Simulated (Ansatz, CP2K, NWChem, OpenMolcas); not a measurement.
## SCl2O2 (sulfuryl chloride): methods side by side

SCl2O2 has 5 atoms, charge 0, and is taken as a singlet. SMILES: `O=S(=O)(Cl)Cl`. The coordinates come from a PBE0-D4/def2-TZVP relaxation.

Quantity: the dipole moment, in D. The values are calculated.

Measured value to compare with: NIST CCCBDB gives the dipole moment of the gas as 1.81 D.

```tsv
level	kind	program	value (D)	computed − measured	CPU time
RM1	semi-empirical	CP2K	1.10	-0.71	under 2 s
HF/cc-pVDZ	Hartree–Fock	NWChem	2.10	+0.29	69 s
SVWN5/cc-pVDZ	LDA	OpenMolcas	1.26	-0.55	20 s
PBE/cc-pVDZ	GGA	NWChem	1.19	-0.62	70 s
revPBE/cc-pVDZ	GGA	OpenMolcas	1.16	-0.65	31 s
M06-L/cc-pVDZ	meta-GGA	OpenMolcas	1.18	-0.63	37 s
M06-2X/cc-pVDZ	hybrid meta-GGA	NWChem	1.59	-0.22	2.3 min
MP2/cc-pVDZ	perturbation theory	Ansatz	1.28	-0.53	10 s
```

Nearest: M06-2X/cc-pVDZ (-0.22 D); farthest: RM1 (-0.71 D). The measured dipole is a vibrational average, so differences of a few hundredths of a debye mean little. Computed less measured by kind, in D (cc-pVDZ rows): semi-empirical -0.71; Hartree–Fock +0.29; LDA -0.55; GGA -0.65 to -0.62; meta-GGA -0.63; global hybrid -0.22; perturbation theory -0.53. CPU times are rough (shared hosts, several kinds of processor): they show what a rung costs within a factor of a few.
